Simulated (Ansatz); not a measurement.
Two isomers of C3H4FN: A = `FC1=CCN1`, B = `N=C=CCF`.

Gas-phase electronic energies from Ansatz, PBE0-D4/def2-TZVP geometries. CCSD(T)/CBS adds triple-zeta CCSD(T) − MP2 to the extrapolated MP2 energy (def2 sets, frozen cores). DFT in def2-TZVPP. B3LYP here is the variant with VWN-RPA as its local correlation; programs differ in this. Each species was taken in one conformer, which may not be the lowest.

A:

```xyz
9

F    -0.942   -2.054   -0.591
C    -0.424   -0.916   -0.189
C     0.202   -0.471    0.901
C     0.287    0.865    0.198
N    -0.509    0.266   -0.926
H     0.402   -0.830    1.895
H     1.286    1.175   -0.116
H    -0.245    1.698    0.663
H    -0.056    0.268   -1.835
```

B:

```xyz
9

N    -0.546    2.216   -0.386
C    -0.101    1.084   -0.444
C     0.473   -0.089   -0.445
C     0.217   -1.130    0.598
F    -0.826   -0.759    1.416
H    -1.437    2.370   -0.854
H     1.161   -0.325   -1.249
H    -0.040   -2.087    0.132
H     1.099   -1.280    1.233
```

Task: Which is lower in electronic energy at CCSD(T)/CBS, and by how much? (Estimate.)

Result: Computed: B, by 26.4 kJ/mol.

Task: Give E(B) − E(A) in kJ/mol with CCSD(T)/def2-SVP, BLYP-D4, PBE0-D4, CCSD/def2-TZVPP, ωB97M-V, LDA (SPW92), B3LYP-D4. (Estimate.)

Result: The calculation gave: CCSD(T)/def2-SVP -28.5, BLYP-D4 -55.9, PBE0-D4 -17.6, CCSD/def2-TZVPP -30.2, ωB97M-V -27.6, LDA (SPW92) 0.6, B3LYP-D4 -46.6. The order is the other way round with LDA (SPW92).

Task: Does the order hold for the free energy at 298.15 K (harmonic terms from PBE0-D4)? (Best estimate.)

Result: Ansatz gave: Yes: G(B) − G(A) = -38.4 kJ/mol, for one conformer each.

Largest T1 diagnostic: 0.013.

From r2SCAN to r2SCAN0 (25 % exact exchange), in def2-TZVPP and without D4, E(B) − E(A) moves by +9.1 kJ/mol. Leaving LDA and LC-ωPBE aside and taking each functional with its dispersion term where it has one, the values, not all of them listed here, spread over 42.9 kJ/mol, from BLYP-D4 to PBE-QIDH. LDA lies +27.9 kJ/mol from PBE without D4.
